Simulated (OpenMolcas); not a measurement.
# Two attempts at CH2S2 (SMILES C1SS1)

Wanted: a single-point energy of CH2S2, CCSD[T]/cc-pVDZ-DK (DKH2, electric field 0.005 a.u., field axis z).

Program for the calculation: OpenMolcas 26.06.

5 further runs of the same task are left out: 5 set aside as unsound or not needed.

### 1 Starting point

CH2S2 has 5 atoms, charge 0, and is taken as a singlet. As SMILES, `C1SS1`. Geometry: relaxed at GFN2-xTB.

Bond lengths: C1–S2 1.790 Å, C1–S3 1.789 Å, S2–S3 2.051 Å, C1–H4 1.083 Å, C1–H5 1.083 Å. Angles: C1–S2–S3 55.0°, S2–C1–S3 69.9°, C1–S3–S2 55.1°, S2–C1–H4 116.0°, S2–C1–H5 116.0°, S3–C1–H4 116.1°, S3–C1–H5 116.1°, H4–C1–H5 115.2°.

### 2 Try one

mol.input reads:

```
&GATEWAY
XBAS
C.6-31G(d)
S.6-31G(d)
H.6-31G(d)
End of Basis
ZMAT
C1
S2 1 1.790072
S3 1 1.788924 2 69.9188
H4 1 1.082969 3 116.09243 2 -109.95187
H5 1 1.08292 4 115.16169 3 140.45233
End of ZMAT
&SEWARD
Relativistic = R02E00
&FFPT
Dipole
Z -0.005
&SCF
PrOrbitals = 1 1
&RASSCF
FileOrb = $Project.ScfOrb
Spin = 1
Nactel = 0 0 0
Inactive = 20
Ras2 = 0
OutOrbitals = Canonical
OrbListing = Few
&MOTRA
JobIph
Frozen = 11
&CCSDT
CCT
Triples = 1
Iterations = 50
Extrapolation = 5 4
```

Run with:

```bash
$ export MOLCAS_MEM=1860
$ pymolcas mol.input > mol.log
```

The program printed:

```text
--- Start Module: gateway ---

                                              &GATEWAY

                       available to each process: 1.9 GB of memory, 1 thread

 ###############################################################################
 ###    ERROR: Basis set file <dir>)
 ###    does not exist!                                                      ###
 ###    (1) For a valence basis set: check the spelling of                   ###
 ###    the basis set label and that the basis set file is                   ###
 ###    present in the basis set library directory.                          ###
 ###    (2) For an external auxiliary basis set: check that                  ###
 ###    the basis set file is present in the appropiate basis                ###
 ###    set library subdirectory.                                            ###
 ###############################################################################
--- Stop Module: gateway /rc=_RC_INPUT_ERROR_ ---

.####################.
.# User input error #.
.####################.

    Timing: Wall=0.04 User=0.02 System=0.01
```

Wall time 0.22 s (1 thread of Arm Neoverse V2, shared host).

### 3 What went wrong

The input was rejected.

The log says `does not exist`. The fault: the input names a basis that the program doesn't know.

### 4 Try two

mol.input reads:

```
* CH2S2 CCSD[T]
>>> EXPORT MOLCAS_PRINT=2
&GATEWAY
XBAS
C.cc-pVDZ-DK
S.cc-pVDZ-DK
H.cc-pVDZ-DK
End of Basis
ZMAT
C1
S2 1 1.790072
S3 1 1.788924 2 69.9188
H4 1 1.082969 3 116.09243 2 -109.95187
H5 1 1.08292 4 115.16169 3 140.45233
End of ZMAT
&SEWARD
RELATIVISTIC = R02E00
&FFPT
DIPOLE
Z -0.005
&SCF
PRORBITALS = 1 1
&RASSCF
FILEORB = $Project.ScfOrb
SPIN = 1
NACTEL = 0 0 0
INACTIVE = 20
RAS2 = 0
OUTORBITALS = Canonical
ORBLISTING = Few
&MOTRA
JOBIPH
FROZEN = 11
&CCSDT
CCT
TRIPLES = 1
ITERATIONS = 50
EXTRAPOLATION = 5 4
```

Run with:

```bash
$ export MOLCAS_MEM=1860
$ pymolcas mol.input > mol.log
```

The program printed:

```text
--- Start Module: gateway ---
[...]
--- Stop Module: gateway /rc=_RC_ALL_IS_WELL_ ---
[...]
      Basis functions           60
[...]
       Convergence after  11 Iterations
[...]
::    Total SCF energy                               -836.2357364948
[...]
      Total spin, S                                     0.0000000000
[...]
      Number of active orbitals                  0
[...]
      Spin quantum number                      0.0
[...]
      Active orbitals                            0
[...]
      Number of CSFs                             1
[...]
      Number of root(s) required                 1
[...]
      Convergence after  4 iterations
[...]
      Natural orbitals and occupation numbers for root  1
      ************************************************************************************************************************
      *                                                    Final results                                                     *
      ************************************************************************************************************************
[...]
::    RASSCF root number  1 Total energy:   -836.23573649
[...]
      Total electronic charge=   40.000000
      Total            charge=   -0.000000
[...]
      Dipole Moment (debye):
      Origin of the operator (angstrom)=    0.6804   -0.0000    0.9737
                   X= -1.0671E+00               Y= -3.5172E-05               Z= -9.0186E-01           Total=  1.3971E+00
      Quadrupole Moment (debye*angstrom):
[...]
--- Start Module: motra ---
[...]
      *** WARNING: Default frozen orbitals is overwritten by user input.
      *** Default values:  11
[...]
--- Stop Module: motra /rc=_RC_ALL_IS_WELL_ ---
--- Start Module: ccsdt ---
[...]
      Convergence after                    12  Iterations
      Total energy (diff) :    -836.66663493      -0.00000010
[...]
       CCSD     =      -836.6666349258259
[...]
--- Stop Module: ccsdt /rc=_RC_ALL_IS_WELL_ ---
[...]
```

It took 7.2 s on 1 thread of Arm Neoverse V2, shared host; peak memory 0.4 GiB.

### 5 What came out

Level: CCSD[T]/cc-pVDZ-DK (DKH2, electric field 0.005 a.u., field axis z).

```
                                    quantity          value
                                total energy  -836.68250 Eh
          dipole moment (mean-field density)         1.40 D
       HOMO–LUMO gap (Hartree–Fock orbitals)       11.35 eV
correlation energy (11 core orbitals frozen)     -446.8 mEh
```
